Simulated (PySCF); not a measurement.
Relaxation of singlet SOF2

All numbers come from PySCF, PBE0, basis S def2-TZVP, O def2-TZVP, F def2-TZVP (no relativity, density fitting). A (50,194) grid was used.

A hand-made T-shaped (ligand arrangement 2) start, of C2v symmetry, held to at least that symmetry:

```xyz
4
charge 0 multiplicity 1, angstrom
S     0.0000    0.0000   -0.3067
O     0.0000    0.0000    1.2033
F     1.6690    0.0000   -0.2484
F    -1.6690    0.0000   -0.2484
```

Optimiser trace:
```
step  E − E(last) (kJ/mol)  largest gradient (Eh/bohr)
   0                 46.94                     0.11825
   1                  2.17                     0.03648
   2                  1.27                     0.02453
   3                  0.01                     0.00198
   4                  0.00                     0.00010
```

It ends at C2v with S–F 1.682 Å (×2), S–O 1.423 Å; F–S–F 167.1°, F–S–O 96.4° (×2). A frequency run shows 1 imaginary mode, down to 306i cm⁻¹, so it is a saddle point. Other isomers or separated fragments may lie lower.

Final geometry:
```xyz
4
charge 0 multiplicity 1, angstrom
S     0.0000    0.0000   -0.1815
O     0.0000    0.0000    1.2412
F     1.6710    0.0000   -0.3698
F    -1.6710    0.0000   -0.3698
```
